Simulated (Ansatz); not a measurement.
System: diamond-structure Ge. Method: LDA (Ansatz, an electronic-structure program, PAW).

Numerical settings: plane-wave cutoff 520 eV, 10×10×10 k mesh, Fermi–Dirac smearing 0.01 eV, scalar-relativistic PAW data made under PBE.

Cell (relaxed at this level):

```cif
data_Ge8
_chemical_formula_sum 'Ge8'
_space_group_name_H-M_alt 'Fd-3m :1'
_space_group_IT_number 227
_space_group_name_Hall 'F 4d 2 3 -1d'
_cell_length_a 5.62132
_cell_length_b 5.62132
_cell_length_c 5.62132
_cell_angle_alpha 90.000
_cell_angle_beta 90.000
_cell_angle_gamma 90.000
loop_
_atom_site_label
_atom_site_type_symbol
_atom_site_symmetry_multiplicity
_atom_site_Wyckoff_symbol
_atom_site_fract_x
_atom_site_fract_y
_atom_site_fract_z
_atom_site_occupancy
Ge1 Ge 8 b 0.50000 0.50000 0.50000 1
```
(The calculation used a cell of 2 atoms; values per cell refer to that cell.)

Predict the bulk modulus B0, width of the whole s-p valence band and pressure derivative B′ of the bulk modulus.


- bulk modulus B0 = 71.3 GPa
- width of the whole s-p valence band = 12.97 eV
- pressure derivative B′ of the bulk modulus = 5.0

The run finds no gap.

Measured, for comparison: bulk modulus 77.3 GPa (low-temperature value with the zero-point effect removed, our sources range from 77.3 to 79.4; as tabulated in Tanner et al. (2021), arXiv:2110.11888). Computed (rounded) less measured: bulk modulus -8 % (-8 % to -10 % over the range).

Note: the gap of the solid is closed in this run; this level leaves the solid without a gap, although one is measured.

Spin–orbit coupling is not included.

Cost on a shared machine: around 26 core-seconds (rough).
